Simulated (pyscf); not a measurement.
F–GeH: (SMILES [F][GeH]) [singlet] + NH₃ (SMILES N) → H₂N–Ge:–F (SMILES [NH2][Ge][F]) [singlet] + H₂ (SMILES [H][H]), a four-centre exchange (singlet surface; Ge–H, H–N broken, Ge–N, H–H formed). Single points on ωB97X-D3(BJ)/def2-SVP structures (PySCF, gas phase). Energies in kcal/mol from the separated reactants.

Small-basis levels: PySCF, no dispersion term, spherical d functions. GFN2-xTB: tblite. 

| level | barrier | reaction energy |
|---|---|---|
| SVWN5/6-31G*+LANL2DZ | -3.9 | -25.0 |
| PBE/6-31G*+LANL2DZ | 7.0 | -23.0 |
| B3LYP/3-21G | -7.4 | -43.3 |
| B3LYP/6-31G*+LANL2DZ | 14.2 | -22.0 |
| PBE/def2-SVP | 2.1 | -21.0 |
| B3LYP/def2-SVP | 9.3 | -19.5 |
| GFN2-xTB | 10.4 | -15.6 |
| ωB97M-D3(BJ)/def2-TZVP | 12.1 | -19.0 |

Against the last row the barrier runs from -19.6 (B3LYP/3-21G) to +2.0 kcal/mol (B3LYP/6-31G*+LANL2DZ). At SVWN5/6-31G*+LANL2DZ, B3LYP/3-21G this geometry lies under one side, so the entry may be no barrier of that level: it is a single point on another level's saddle. ωB97M-D3(BJ)/def2-TZVP has limits of its own. On the reactant side the descent ends in an adduct with a Ge–N contact, 25.1 kcal/mol under the separated species and 35.7 kcal/mol under the saddle at ωB97X-D3(BJ)/def2-TZVP. What is counted as formed (Ge–N) is already present as a longer contact in the reactant adduct; forming that adduct is a step of its own. At the saddle there is also a short Ge–H contact that neither side keeps. One saddle was located; it need not be the lowest between these sides. In the def2 sets elements up to Kr have no core potential.
